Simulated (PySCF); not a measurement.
A GIAO shielding run with PySCF (density fitting, non-relativistic, gas phase) on SMILES N=C1CCCC1, C$_{5}$H$_{9}$N:

```
{"job": {"kind": "nmr", "xc": "PBE0", "basis": "pcSseg-1"}, "charge": 0, "multiplicity": 1}
N      2.042936     0.565637     1.104278
C      0.972056     0.256758     0.527521
C      0.665523    -0.946599    -0.337258
C     -0.850059    -0.912996    -0.525748
C     -1.184349     0.578779    -0.475818
C     -0.258867     1.115018     0.615246
H      2.806941    -0.096747     0.984561
H      1.026815    -1.872159     0.113572
H      1.177923    -0.819462    -1.295404
H     -1.338455    -1.428013     0.303512
H     -1.167884    -1.382950    -1.455580
H     -0.941623     1.044923    -1.432513
H     -2.236092     0.763227    -0.262506
H     -0.015807     2.170619     0.511523
H     -0.703471     0.971953     1.602703
```

Hardware: 1 thread of an x86-64 server CPU, shared host. The job also computes population analyses, field gradients.

Q: How large is the calculation?

A: 46 electrons, 147 basis functions and 753 auxiliary functions.

Q: How long does it take?

A: 20 s of wall time, with 12 SCF cycles and 5 response iterations. Times on a shared host scatter by some tens of per cent.
